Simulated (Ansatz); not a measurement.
Basis-set series for `C#CC(=C)SC`. Total charge 0; spin multiplicity 1. All single points use the PBE0-D4/def2-TZVP geometry. It is one conformer, not always the lowest.

```csv
atom,x (Å),y (Å),z (Å)
C1,1.212,0.951,-1.669
C2,0.254,0.514,-1.087
C3,-0.844,-0.014,-0.359
C4,-2.105,0.368,-0.587
S5,-0.508,-1.304,0.799
C6,1.062,-0.785,1.504
H7,2.046,1.345,-2.199
H8,-2.331,1.071,-1.378
H9,-2.922,-0.033,-0.001
H10,1.357,-1.582,2.187
H11,0.958,0.146,2.061
H12,1.820,-0.678,0.729
```

```json
{"functional": "PBE0-D4", "basis": "def2-SVP", "functions": "118", "energy (Eh)": "-591.59799", "HOMO (eV)": "-6.29", "LUMO (eV)": "-0.90"}
{"functional": "PBE0-D4", "basis": "def2-QZVPP", "functions": "535", "energy (Eh)": "-591.97431", "HOMO (eV)": "-6.40", "LUMO (eV)": "-1.14"}
{"functional": "ωB97M-V", "basis": "def2-SVP", "functions": "118", "energy (Eh)": "-591.85098", "HOMO (eV)": "-8.37", "LUMO (eV)": "1.23"}
{"functional": "ωB97M-V", "basis": "def2-QZVPP", "functions": "535", "energy (Eh)": "-592.23577", "HOMO (eV)": "-8.51", "LUMO (eV)": "0.85"}
```

(1) Give the rows for def2-TZVPP. (Estimate.)

Results:

(1) The calculation gave: 
| functional | basis | functions | energy (Eh) | HOMO (eV) | LUMO (eV) |
| --- | --- | --- | --- | --- | --- |
| PBE0-D4 | def2-TZVPP | 281 | -591.95165 | -6.38 | -1.09 |
| ωB97M-V | def2-TZVPP | 281 | -592.21440 | -8.49 | 0.96 |

Positive LUMOs are unbound and depend on the basis.

All numbers were calculated with Ansatz.
